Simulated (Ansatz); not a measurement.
Two isomers of C2H3N: A = `C1=CN1`, B = `C1=NC1`.

Gas-phase electronic energies from Ansatz, PBE0-D4/def2-TZVP geometries. CCSD(T)/CBS adds triple-zeta CCSD(T) − MP2 to the extrapolated MP2 energy (def2 sets, frozen cores). Functionals use def2-TZVPP. B3LYP here is the variant with VWN-RPA as its local correlation; programs differ in this.

A:

```xyz
6

C    -0.618   -0.404    0.110
C     0.125    0.233   -0.698
N     0.325    0.575    0.751
H    -1.432   -1.038    0.407
H     0.462    0.585   -1.655
H     1.138    0.050    1.084
```

B:

Z-matrix (Å, degrees):
```
C
N 1 1.527
C 1 1.442 2 49.5
H 1 1.086 2 116.4 3 -108.9
H 1 1.086 2 116.4 3 108.8
H 3 1.082 1 152.1 2 -180.0
```

**Question.** Which is lower in electronic energy at CCSD(T)/CBS, and by how much? (Estimate.)

**Answer.** Ansatz gave: B, by 137.8 kJ/mol.

**Question.** Give E(B) − E(A) in kJ/mol with LDA (SPW92), CCSD(T)/def2-SVP, HF/def2-TZVPP, B3LYP-D4, CCSD(T)/def2-TZVPP, r2SCAN-D4, PBE-D4. (Best estimate.)

**Answer.** Ansatz gave: LDA (SPW92) -132.9, CCSD(T)/def2-SVP -158.3, HF/def2-TZVPP -155.2, B3LYP-D4 -140.9, CCSD(T)/def2-TZVPP -143.5, r2SCAN-D4 -143.3, PBE-D4 -137.4. None reverses the order clearly.

**Question.** Does the order hold for the free energy at 298.15 K (harmonic terms from PBE0-D4)? (Estimate.)

**Answer.** The calculation gave: Yes: G(B) − G(A) = -134.1 kJ/mol.

Largest T1 diagnostic: 0.012.

Leaving LDA and LC-ωPBE aside and taking each functional with its dispersion term where it has one, the values, not all of them listed here, spread over 8.3 kJ/mol, from PBE-QIDH to PBE-D4. LDA lies +4.7 kJ/mol from PBE without D4. From BLYP to BHLYP (50 % exact exchange), in def2-TZVPP and without D4, E(B) − E(A) moves by −7.9 kJ/mol.
